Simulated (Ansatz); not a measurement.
**Worked example: vertical energy of the singlet above the triplet of SiNH3 (SMILES [N][SiH3])**

SiNH3: 5 atoms, total charge 0, spin state triplet. SMILES: `[N][SiH3]`. The coordinates come from a GFN2-xTB relaxation.

Both states at this one shape; open shells run unrestricted unless said. 1 Eh = 27.2114 eV.

```
          level  program  triplet SiNH3 (Eh)  singlet SiNH3 (Eh)
U-revPBE/STO-3G   Ansatz         -341.764408         -341.673756
   UBLYP/STO-3G   Ansatz         -341.773969         -341.689876
```

Question: Work out the vertical gap, second state less first, at each level.

Answer: 
1. U-revPBE/STO-3G: -341.673756 − (-341.764408) = 0.090652 Eh = 2.47 eV.
2. UBLYP/STO-3G: -341.689876 − (-341.773969) = 0.084093 Eh = 2.29 eV.

No measured value is set beside it here; the levels span 2.29 to 2.47 eV. Minimal sets are far from the basis-set limit.
